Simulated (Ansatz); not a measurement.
# SOF2 (thionyl fluoride): levels of theory compared

We compute a comparison of 6 runs (UHF/STO-3G, B2PLYP/STO-3G, BLYP/STO-3G, UPBE/STO-3G, wB97X/STO-3G, UCCSD(T)/STO-3G) of SOF2 (thionyl fluoride). 

Program for the calculation: Ansatz 0.2.0.

70 further runs of the same task are left out: 9 that didn't finish, 61 set aside as unsound or not needed.

### Step 1. Starting point

SOF2: 4 atoms, total charge 0, spin state singlet. As SMILES, `O=S(F)F`. The F3–S2 distance was set to 2.382 Å, away from the relaxed value. At this shape a bond of the SMILES string is far longer than usual.

Bond lengths: O1–S2 1.419 Å, S2–F4 1.588 Å. Angles: O1–S2–F4 106.4°.

### Step 2. The energy at UHF/STO-3G (run 1)

Contents of molecule.yaml:

```yaml
basis:
  gaussian:
    orbitals: STO-3G
crystal:
  periodic: [false, false, false]
  atoms:
    - {symbol: O, position_ang: [1.418935, -0.548581, -1.140846]}
    - {symbol: S, position_ang: [0.335235, -1.041381, -0.368746]}
    - {symbol: F, position_ang: [-1.124400, 0.804200, 0.000400]}
    - {symbol: F, position_ang: [0.829835, -1.059781, 1.140054]}
magnetization:
  spin_polarized: true
hamiltonian:
  xc: hf
accuracy: high
```

Launch:

```console
$ ansatz run molecule.yaml --threads 1 --pin off --max-ram 2610MiB --events-out events.jsonl --progress --plain --runs-dir runs
```

The log of the run:

```text
Warning: RAYON_NUM_THREADS=1 ignored (pool sized by the plan → 1); use --threads N
Functional definition: HF
  name "HF"
  exchange = exact_x
  correlation = 0
441 factors; integrals over basis functions are off by at most 2.8e-8 eV
mean field evaluation 1: about -18024.5360 eV, gradient 2.3e1 eV
mean field evaluation 2: about -18024.6405 eV, gradient 2.3e1 eV
mean field evaluation 4: about -18032.1064 eV, gradient 1.3e1 eV
mean field evaluation 8: about -18033.4115 eV, gradient 1.4e-1 eV
mean field evaluation 16: about -18033.4012 eV, gradient 2.1e-2 eV
mean field evaluation 32: about -18033.4012 eV, gradient 2.7e-7 eV
mean field evaluation 64: about -18038.4128 eV, gradient 1.6e-2 eV
mean field evaluation 96: about -18038.1587 eV, gradient 1.8e-1 eV
mean field evaluation 128: about -18037.9028 eV, gradient 2.3e0 eV
mean field evaluation 160: about -18037.5523 eV, gradient 4.2e0 eV
mean field evaluation 192: about -18038.5788 eV, gradient 4.8e-2 eV
mean field evaluation 224: about -18036.5413 eV, gradient 1.0e0 eV
mean field evaluation 256: about -18024.5361 eV, gradient 2.3e1 eV
mean field evaluation 288: about -18035.4423 eV, gradient 6.5e0 eV
mean field -18038.57888423 eV, -662.9055470074 hartree, gradient 2.3e-8 eV, S^2 0.982999; 10 other end points of the search recorded, 0 dependent functions left out
reference -18038.57888423 eV, -662.9055470074 hartree; 21, 21 occupied and 3, 3 virtual orbitals, 441 factors
Total energy: -18038.57888423 eV, -662.9055470074 hartree
```

Run time: 0.93 s. Hardware: 1 thread of Arm Neoverse V1, shared host.

### Step 3. A single-point energy at B2PLYP/STO-3G (run 2)

molecule.yaml, as its differences from that of step 2:

```diff
@@ -1,4 +1 @@
-basis:
-  gaussian:
-    orbitals: STO-3G
 crystal:
@@ -10,6 +7,6 @@
     - {symbol: F, position_ang: [0.829835, -1.059781, 1.140054]}
-magnetization:
-  spin_polarized: true
-hamiltonian:
-  xc: hf
+basis:
+  gaussian: {orbitals: STO-3G}
+hamiltonian: {xc: {name: B2PLYP}}
+correlation: {frozen_orbitals: {F: 1, O: 1, S: 5}}
 accuracy: high
```

Launch:

```console
$ ansatz run molecule.yaml --threads 1 --pin off --max-ram 2610MiB --events-out events.jsonl --progress --plain --runs-dir runs
```

The log of the run, shortened:

```text
Warning: RAYON_NUM_THREADS=1 ignored (pool sized by the plan → 1); use --threads N
Functional definition: B2PLYP
  name "B2PLYP"
[...]
441 factors; integrals over basis functions are off by at most 2.8e-8 eV
[...]
mean field -18066.02954798 eV, -663.9143402934 hartree, gradient 6.2e-8 eV, S^2 0.000000; 2 other end points of the search recorded, 0 dependent functions left out; unrestricted orbitals would lower it
8 core orbitals not correlated: weight in the atoms' cores, before any rotation towards them, 1.000 or more for the frozen orbitals, at most 0.000 for the correlated occupied ones
reference -18066.02955959 eV, -663.9143407204 hartree; 13, 13 occupied and 3, 3 virtual orbitals, 441 factors
second order -9.64048443 eV of doubles, -0.00000000 eV of singles
Total energy: -18068.63249039 eV, -664.0099966628 hartree
```

Wall time 2.4 s (1 thread of Arm Neoverse V1, shared host); peak memory 0.1 GiB.

Runs 3 to 4 aren't shown in full; the table further down has their settings and results.

### Step 4. A single-point energy at wB97X/STO-3G (run 5)

Contents of input.yaml:

```yaml
basis:
  gaussian:
    orbitals: STO-3G
crystal:
  periodic: [false, false, false]
  atoms:
    - {symbol: O, position_ang: [1.418935, -0.548581, -1.140846]}
    - {symbol: S, position_ang: [0.335235, -1.041381, -0.368746]}
    - {symbol: F, position_ang: [-1.124400, 0.804200, 0.000400]}
    - {symbol: F, position_ang: [0.829835, -1.059781, 1.140054]}
hamiltonian:
  xc: {name: wB97X}
accuracy: high
```

Launch:

```console
$ ansatz run input.yaml --threads 1 --pin off --max-ram 2610MiB --events-out events.jsonl --progress --plain --runs-dir runs
```

The log of the run, shortened:

```text
Warning: RAYON_NUM_THREADS=1 ignored (pool sized by the plan → 1); use --threads N
Functional definition: wB97X
  name "wB97X"
[...]
      + exact_x_lr(omega)
[...]
      + integral(e_c_pw_opposite_spin*poly(b97_u_opposite, 1, cos1, cos2, cos3, cos4))
441 factors; integrals over basis functions are off by at most 2.8e-8 eV
147 factors; integrals over basis functions are off by at most 1.3e-9 eV
[...]
mean field -18079.57717481 eV, -664.4122063968 hartree, gradient 2.2e-8 eV, S^2 0.000000; 0 other end points of the search recorded, 0 dependent functions left out
reference -18079.57717407 eV, -664.4122063694 hartree; 21, 21 occupied and 3, 3 virtual orbitals, 441 factors
Total energy: -18079.57717407 eV, -664.4122063694 hartree
```

It took 6.6 s on 1 thread of Arm Neoverse V1, shared host; peak memory 0.25 GiB.

### Step 5. A single-point energy at UCCSD(T)/STO-3G (run 6)

Contents of in.yaml:

```yaml
crystal:
  periodic: [false, false, false]
  atoms:
    - {symbol: O, position_ang: [1.418935, -0.548581, -1.140846]}
    - {symbol: S, position_ang: [0.335235, -1.041381, -0.368746]}
    - {symbol: F, position_ang: [-1.124400, 0.804200, 0.000400]}
    - {symbol: F, position_ang: [0.829835, -1.059781, 1.140054]}
basis:
  gaussian: {orbitals: STO-3G}
scf: {omitted_lower_state_checks: [cluster_reference, increment]}
correlation: {method: ccsd_t, frozen_orbitals: {F: 1, O: 1, S: 5}}
accuracy: high
magnetization: {spin_polarized: true, initial_magnetization: 0}
```

Launch:

```console
$ ansatz run in.yaml --threads 1 --pin off --max-ram 2610MiB --events-out events.jsonl --progress --plain --runs-dir runs
```

The log of the run:

```text
Warning: RAYON_NUM_THREADS=1 ignored (pool sized by the plan → 1); use --threads N
[... 17 lines left out ...]
8 core orbitals not correlated: weight in the atoms' cores, before any rotation towards them, 1.000 or more for the frozen orbitals, at most 0.000 for the correlated occupied ones
[... 76 lines left out ...]
Total energy: -18041.22697595 eV, -663.0028625831 hartree
Checks for a lower state left out: cluster_reference, increment
```

Wall time 1.7 s (1 thread of Arm Neoverse V1, shared host).

### Step 6. The series

```
run            level  frozen core orbitals  energy (Eh)  wall time
  1       UHF/STO-3G                     –  -662.905547     0.93 s
  2    B2PLYP/STO-3G                     8  -664.009997      2.4 s
  3      BLYP/STO-3G                     –  -664.382706      1.4 s
  4      UPBE/STO-3G                     –  -664.058572       11 s
  5     wB97X/STO-3G                     –  -664.412206      6.6 s
  6  UCCSD(T)/STO-3G                     8  -663.002863      1.7 s
```

### Step 7. Outcome

| quantity | value |
| --- | --- |
| run 6: total energy | -663.00286 Eh |
| run 6: correlation energy (8 core orbitals frozen) | -97.3 mEh |
| run 6: (T) correction | -3.89 mEh |
| run 6: ⟨S²⟩ of the reference determinant | 0.983 |
| run 6: T1 diagnostic | 0.028 |

In words: Totals of different functionals can't be ranked against each other. In run 2 the log says that unrestricted orbitals would lower the reference, so the values rest on an unstable closed-shell determinant (other closed-shell runs at this shape may share the fault). In runs 1, 2, 3, 4, 5, 6 the basis is minimal, so the values are rough. Spin contamination of the reference: run 1 ⟨S²⟩ = 0.98, run 6 ⟨S²⟩ = 0.98, run 4 ⟨S²⟩ = 0.32. Where it is this large, the reference is a mixture of spin states, and values that rest on it are in doubt. All runs together took 24 s, the longest 11 s.
